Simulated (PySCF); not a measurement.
**Two-photon absorption: tert-butyl methyl sulfide (SMILES CSC(C)(C)C)**

Geometry (Å), atoms numbered from 1 in this order:
```xyz
18

C     2.5314    0.1750   -0.0180
S     1.0613    0.5258    0.9636
C    -0.3225    0.0406   -0.1583
C    -0.2472   -1.4448   -0.4939
C    -1.5769    0.3338    0.6622
C    -0.3106    0.8893   -1.4250
H     2.6208   -0.8914   -0.2730
H     2.5778    0.7810   -0.9350
H     3.3876    0.4476    0.6150
H    -1.1219   -1.7422   -1.0964
H     0.6512   -1.6853   -1.0823
H    -0.2321   -2.0541    0.4215
H    -2.4752    0.0768    0.0786
H    -1.5902   -0.2566    1.5910
H    -1.6351    1.3997    0.9307
H     0.5865    0.7012   -2.0340
H    -0.3415    1.9610   -1.1801
H    -1.1867    0.6491   -2.0504
```

Computed with PySCF 2.14.0, TDDFT CAM-B3LYP/aug-cc-pVDZ excited states, vertical, gas phase. Geometry: PBE0-D3(BJ)/def2-SVP.

Singlets 4 and 5, 7 and 8 lie within 0.01 eV of each other, so their separate moments and overlaps can depend on how they mix.

How strongly do the lowest singlets absorb one photon, and two photons of half the energy?

δ for parallel linear polarisation; σ at the peak of a Lorentzian of half width 0.1 eV, single beam; Ω is circular over linear.
| state | E (eV) | f | photon λ (nm) | δ (au) | σ (GM) | Ω | main |
| --- | --- | --- | --- | --- | --- | --- | --- |
| S1 | 5.40 | 0.003 | 460 | 15.1 | 0.16 | 1.50 | HOMO→LUMO 0.47, HOMO→LUMO+1 0.22 |
| S2 | 5.75 | 0.022 | 431 | 42 | 0.51 | 1.50 | HOMO→LUMO 0.33, HOMO→LUMO+13 0.21 |
| S3 | 6.16 | 0.008 | 403 | 15.4 | 0.21 | 1.50 | HOMO→LUMO+1 0.25, HOMO→LUMO+4 0.19 |
| S4 | 6.30 | 0.013 | 393 | 297 | 4.32 | 0.52 | HOMO→LUMO+2 0.87 |
| S5 | 6.31 | 0.002 | 393 | 83.5 | 1.22 | 1.50 | HOMO→LUMO+3 0.44, HOMO→LUMO+1 0.29 |
| S6 | 6.88 | 0.011 | 361 | 28.7 | 0.50 | 1.50 | HOMO→LUMO+5 0.52, HOMO→LUMO+3 0.18 |

Among these, the strongest one-photon state is S2, the strongest two-photon state S4, with a dipole change of 3.0 D (relaxed, norm of the difference vector).
